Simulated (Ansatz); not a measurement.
2H MoS₂ was calculated with PBE-D3(BJ) (PAW; Ansatz, a first-principles code).

Settings: plane-wave cutoff 520 eV, 12×12×4 k mesh (along the axes of the cell as run), perturbation theory, no spin polarisation, scalar-relativistic PAW data made under PBE.

Computed at the level's own relaxed cell.

Harmonic phonon frequencies (cm⁻¹; i marks an imaginary mode; at Γ without the LO shift):

```
q point                                                              frequencies
-------  -----------------------------------------------------------------------
Γ                 0 0 0 36 36 62 281 281 284 284 380 380 380 380 402 410 463 469
M        155 160 171 182 232 235 303 307 330 342 357 358 363 365 387 388 409 409
K        185 185 187 187 233 237 325 325 336 338 338 341 372 372 378 382 395 395
A              25 25 25 25 44 44 283 283 283 283 380 380 380 380 406 406 467 467
```

No imaginary mode appears at these points.

Note: the dispersion coefficients are held fixed in the derivatives.
